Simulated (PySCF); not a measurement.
First SCF of a structure search on singlet SOS, at a hand-made linear geometry. PySCF input:

```python
from pyscf import gto, scf, dft
mol = gto.M(atom='''
S      0.000000     0.000000     0.000000
O      0.000000     0.000000     1.510000
S      0.000000     0.000000    -1.880000''',
    basis={'S': 'def2-TZVP', 'O': 'def2-TZVP'},
    charge=0, spin=0)
mf = dft.RKS(mol, xc='PBE0')
mf.grids.atom_grid = (50, 194)
aux = {'S': 'def2-universal-JKFIT', 'O': 'def2-universal-JKFIT'}
mf = mf.density_fit(auxbasis=aux)
mf.conv_tol = 1e-08
mf.diis_space = 10
mf.max_cycle = 60
mf.init_guess = 'minao'
mf.verbose = 4
mf.kernel()
```

Excerpt of the output (cycles and frontier levels):

```
init E= -871.744529068263
  HOMO = -0.218019223831302  LUMO = -0.182347923954481  gap/eV = 0.97067
cycle= 1 E= -871.028971199685  delta_E= 0.716  |g|= 0.829  |ddm|= 3.44
  HOMO = -0.157451701694264  LUMO = -0.0624711075758773  gap/eV = 2.58455
cycle= 2 E= -868.828428983524  delta_E=  2.2  |g|= 2.87  |ddm|= 2.18
  HOMO = -0.220877035073634  LUMO = -0.138505990038452  gap/eV = 2.24143
cycle= 3 E= -871.084668447661  delta_E= -2.26  |g|= 0.52  |ddm|=  2.1
  HOMO = -0.22199308521062  LUMO = -0.135309584942182  gap/eV = 2.35878
cycle= 4 E= -871.136695520835  delta_E= -0.052  |g|= 0.326  |ddm|= 0.716
  HOMO = -0.237517891661263  LUMO = -0.148610969993065  gap/eV = 2.41928
cycle= 5 E= -871.167394989572  delta_E= -0.0307  |g|= 0.064  |ddm|= 0.404
  HOMO = -0.23016799808147  LUMO = -0.141426728952718  gap/eV = 2.41477
cycle= 6 E= -871.168417763205  delta_E= -0.00102  |g|= 0.0188  |ddm|= 0.0803
  HOMO = -0.230990137197864  LUMO = -0.141827652307324  gap/eV = 2.42623
cycle= 7 E= -871.168509754927  delta_E= -9.2e-05  |g|= 0.00391  |ddm|= 0.015
  HOMO = -0.231011665108447  LUMO = -0.14179386998714  gap/eV = 2.42774
cycle= 8 E= -871.168512415175  delta_E= -2.66e-06  |g|= 0.0015  |ddm|= 0.00194
  HOMO = -0.231036242257886  LUMO = -0.141811686147969  gap/eV = 2.42792
cycle= 9 E= -871.168512968716  delta_E= -5.54e-07  |g|= 0.000313  |ddm|= 0.00111
  HOMO = -0.231033830509205  LUMO = -0.14180927984446  gap/eV = 2.42792
cycle= 10 E= -871.168512993081  delta_E= -2.44e-08  |g|= 1.32e-05  |ddm|= 0.000245
  HOMO = -0.23103636135415  LUMO = -0.141811496349292  gap/eV = 2.42793
cycle= 11 E= -871.168512993116  delta_E= -3.55e-11  |g|= 4.96e-06  |ddm|= 1.76e-05
  HOMO = -0.23103568274373  LUMO = -0.141810895682993  gap/eV = 2.42793
Extra cycle  E= -871.168512993046  delta_E= 7e-11  |g|= 1.81e-05  |ddm|= 1.73e-05
converged SCF energy = -871.168512993046
```

No lower solution of this spin was found by a stability analysis within the restricted form, which does not test spin polarisation.

The search for the lowest solution, with the stability check, took 4.3 s on 2 threads of a shared Arm Neoverse V1 host, with 105 basis functions; the process peaked at 0.33 GiB.
